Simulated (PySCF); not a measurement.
C₄H₆O₂ (charge +1 and doublet state).
Cartesian coordinates in Å at the PBE0-D3(BJ)/def2-SVP level; atoms count from 1:
```
atom  x, y, z in Å
O1     1.3081    1.6614    1.0000
C2     0.6618    0.8387    0.4708
C3     1.0067   -0.5099   -0.1143
C4    -0.3764   -1.0616   -0.5125
O5    -1.1262    0.1128   -0.7871
C6    -0.9457    0.9946    0.2080
H7     1.5866   -1.1149    0.6001
H8     1.6551   -0.3033   -0.9865
H9    -0.3633   -1.6793   -1.4175
H10   -0.8354   -1.6195    0.3221
H11   -1.3015    0.6666    1.2114
H12   -1.2676    2.0131   -0.0466
```

The hyperfine couplings belong to this conformer and change with its torsions.

Identity: `[O+]=C1CCOC1` [radical] (charge +1).

Method used: UKS B3LYP, IGLO-III on C O, pcH-1 on H, non-relativistic, mean-field spin-orbit, GIAO (PySCF). Isolated species at its PBE0-D3(BJ)/def2-SVP geometry (one conformer only). The SCF solution wasn't tested for stability.

Problem. Predict the first-order ENDOR lines of H11/H12, H9/H10 and H7/H8 under fast tumbling at B = 333.5 mT (X band).

Solution. For S = 1/2 in fast tumbling each set of equivalent nuclei gives two lines, ν± = |νn ± a/2| to first order, with νn = g_N μN B/h and μN/h = 7.62259 MHz/T.

```tsv
nuclei	isotope	g_N	νn (MHz)	a_iso (MHz)	lower line (MHz)	upper line (MHz)
H11/H12	1H	5.5857	14.20	42.81	7.21	35.61
H9/H10	1H	5.5857	14.20	16.69	5.85	22.55
H7/H8	1H	5.5857	14.20	-11.08	8.66	19.74
```

Problem. Which pairs are centred on the nuclear Larmor frequency, and which on half the coupling?

Solution. Centred on νn, since |a| < 2νn: H9/H10 and H7/H8. Centred on |a|/2 and split by 2νn: H11/H12.

Problem. At what field would the lower line of H11/H12 fall to zero frequency?

Solution. Where νn = |a|/2, that is B = 21.41 MHz/(5.5857 × 7.62259 MHz/T) = 503 mT, as far as first order holds there.

Class means assume fast exchange of nuclei equivalent by connectivity; if that motion is slow, each nucleus keeps its own coupling. The 1H value of +42.8 MHz is a mean of couplings from -14.0 to 99.6 MHz in this one geometry, not an average over conformers. The 1H value of +16.7 MHz is a mean of couplings from 4.7 to 28.7 MHz in this one geometry, not an average over conformers.

The largest Mulliken spin populations are on O1 (+0.44), O5 (+0.26), C3 (+0.14) and C6 (+0.13).

Time: 32 s. Hardware: one thread, x86-64 server, on a shared host.
